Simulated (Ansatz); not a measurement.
```yaml
crystal:
  periodic: [false, false, false]
  atoms:
    - {symbol: P, position_ang: [-1.276656, 0.487686, 0.000720]}
    - {symbol: Na, position_ang: [1.914453, -0.663329, -0.001305]}
    - {symbol: H, position_ang: [-2.614174, 0.955975, 0.001616]}
    - {symbol: H, position_ang: [-1.820605, -0.812801, 0.006013]}
basis:
  gaussian: {orbitals: def2-TZVP}
magnetization: {spin_polarized: true, initial_magnetization: 2}
hamiltonian: {xc: pbe0}
relax: {f_tol: 0.004, max_steps: 80}
```

```sh
$ ansatz run in.yaml --threads 1 --pin off --events-out ev --progress --plain --max-ram 2176MiB
```

Steps of the relaxation (energy above the last step; positions in Å, forces in eV/Å):

```
4
step 1, 34.8 meV
P    -1.277    0.488    0.001   -0.032   -0.006    0.000
Na    1.914   -0.663   -0.001    0.058   -0.011    0.000
H    -2.614    0.956    0.002   -0.195    0.418   -0.001
H    -1.821   -0.813    0.006    0.169   -0.401    0.001
```

```
4
step 2, 9.7 meV
P    -1.309    0.460    0.001    0.075    0.073    0.000
Na    1.917   -0.655   -0.001    0.044   -0.003    0.000
H    -2.618    1.039    0.001   -0.001   -0.100    0.000
H    -1.787   -0.877    0.006   -0.117    0.029    0.000
```

```
4
step 3, 7.1 meV
P    -1.302    0.466    0.001   -0.014    0.013    0.000
Na    1.924   -0.656   -0.001    0.045   -0.005    0.000
H    -2.619    1.023    0.001   -0.001    0.001    0.000
H    -1.800   -0.865    0.006   -0.030   -0.009    0.000
```

```
4
step 4, 5.6 meV
P    -1.306    0.463    0.001   -0.043   -0.015    0.000
Na    1.948   -0.657   -0.001    0.039   -0.004    0.000
H    -2.621    1.026    0.001    0.010    0.010    0.000
H    -1.817   -0.865    0.006   -0.006    0.009    0.000
```

```
4
step 6, 0.2 meV
P    -1.356    0.433    0.001   -0.023   -0.019    0.000
Na    2.135   -0.661   -0.002    0.004    0.001    0.000
H    -2.639    1.061    0.001    0.009    0.004    0.000
H    -1.937   -0.866    0.006    0.010    0.014    0.000
```

```
4
step 11, 0.0 meV
P    -1.363    0.406    0.001    0.000    0.001    0.000
Na    2.174   -0.646   -0.002    0.000    0.000    0.000
H    -2.622    1.080    0.001    0.000    0.000    0.000
H    -1.986   -0.872    0.007    0.000    0.000    0.000
```

Close pairs at the end: P1–H4 1.422 Å, P1–H3 1.428 Å, P1–Na2 3.690 Å.

A stationary point of unrestricted PBE0 after 11 steps, with ⟨S²⟩ = 2.007 against 2.00 for a pure state; no frequencies were run, so it isn't proven a minimum. 35 s on 1 thread of Arm Neoverse V2, shared host.
